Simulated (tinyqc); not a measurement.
UKS/BLYP in the sto-6g basis, for BH, spin multiplicity 3, step by step. One step of it, computed by the program tinyqc.

Task: Iteration 13 (converged): orbitals. Diagonalise F' = X^T F X, C = X C', fill 4 alpha and 2 beta electrons from the bottom; D(s) = C_occ C_occ^T. Each column has its largest component positive (the first on a tie).

converged F(alpha) (hartree), lower triangle:
```
            1B 1s      1B 2s     1B 2px    1B 2py     1B 2pz      2H 1s
1B 1s   -6.351339
1B 2s   -1.838571  -0.763601
1B 2px   0.000000   0.000000  -0.013790
1B 2py   0.000000   0.000000   0.011011  0.004330
1B 2pz   0.002550   0.004746   0.000000  0.000000  -0.029319
2H 1s   -0.259037  -0.253949   0.000000  0.000000  -0.176208  -0.175376
```

converged F(beta) (hartree), lower triangle:
```
            1B 1s      1B 2s     1B 2px    1B 2py     1B 2pz      2H 1s
1B 1s   -6.326720
1B 2s   -1.825193  -0.668034
1B 2px   0.000000   0.000000   0.106714
1B 2py   0.000000   0.000000  -0.021221  0.076331
1B 2pz  -0.003476  -0.054081   0.000000  0.000000   0.064836
2H 1s   -0.257784  -0.240940   0.000000  0.000000  -0.169066  -0.135906
```

X:
```
                1          2          3         4          5         6
1B 1s    0.316261   0.765152   0.000000  0.000000   0.582667  0.234915
1B 2s   -0.783011  -0.534171   0.000000  0.000000   0.415008  0.428533
1B 2px   0.000000   0.000000   0.999991  0.004195   0.000000  0.000000
1B 2py   0.000000   0.000000  -0.004195  0.999991   0.000000  0.000000
1B 2pz  -0.704631   0.546330   0.000000  0.000000  -0.532485  0.357352
2H 1s    0.983328  -0.279955   0.000000  0.000000  -0.238500  0.521752
```

Give: F' = X^T F X; orbital energies; coefficients C; F' = X^T F X; orbital energies; coefficients C; D(alpha) after iteration 13; D(beta) after iteration 13.

Result:

F' = X^T F X (alpha) (hartree), lower triangle:
```
        1       2       3      4       5       6
1   0.101
2  -0.609  -2.368
3   0.000   0.000  -0.014
4   0.000   0.000   0.011  0.004
5  -0.513  -2.592   0.000  0.000  -3.121
6  -0.315  -1.336   0.000  0.000  -1.646  -1.153
```

orbital energies (alpha) (hartree): MO1 -6.356, MO2 -0.301, MO3 -0.140, MO4 -0.019, MO5 0.010, MO6 0.255

coefficients C (alpha):
```
           MO1     MO2     MO3     MO4    MO5     MO6
1B 1s    0.992  -0.234  -0.165   0.000  0.000   0.118
1B 2s    0.030   0.740   0.641   0.000  0.000  -0.542
1B 2px   0.000   0.000   0.000   0.904  0.427   0.000
1B 2py   0.000   0.000   0.000  -0.427  0.904   0.000
1B 2pz   0.002   0.092  -0.588   0.000  0.000  -0.923
2H 1s   -0.006   0.466  -0.510   0.000  0.000   0.947
```

F' = X^T F X (beta) (hartree), lower triangle:
```
        1       2       3      4       5       6
1   0.149
2  -0.614  -2.275
3   0.000   0.000   0.107
4   0.000   0.000  -0.021  0.076
5  -0.516  -2.656   0.000  0.000  -3.033
6  -0.314  -1.346   0.000  0.000  -1.640  -1.119
```

orbital energies (beta) (hartree): MO1 -6.331, MO2 -0.250, MO3 -0.014, MO4 0.065, MO5 0.118, MO6 0.318

coefficients C (beta):
```
           MO1     MO2     MO3    MO4     MO5     MO6
1B 1s    0.992  -0.199  -0.216  0.000   0.000  -0.095
1B 2s    0.028   0.613   0.818  0.000   0.000   0.457
1B 2px   0.000   0.000   0.000  0.457   0.889   0.000
1B 2py   0.000   0.000   0.000  0.889  -0.457   0.000
1B 2pz   0.003   0.225  -0.473  0.000   0.000   0.965
2H 1s   -0.006   0.535  -0.494  0.000   0.000  -0.919
```

D(alpha) after iteration 13, lower triangle:
```
         1B 1s   1B 2s  1B 2px  1B 2py  1B 2pz  2H 1s
1B 1s    1.066
1B 2s   -0.250   0.960
1B 2px   0.000   0.000   0.818
1B 2py   0.000   0.000  -0.386   0.182
1B 2pz   0.077  -0.309   0.000   0.000   0.354
2H 1s   -0.031   0.018   0.000   0.000   0.342  0.477
```

D(beta) after iteration 13, lower triangle:
```
         1B 1s  1B 2s  1B 2px  1B 2py  1B 2pz  2H 1s
1B 1s    1.025
1B 2s   -0.094  0.376
1B 2px   0.000  0.000   0.000
1B 2py   0.000  0.000   0.000   0.000
1B 2pz  -0.042  0.138   0.000   0.000   0.051
2H 1s   -0.113  0.328   0.000   0.000   0.121  0.287
```
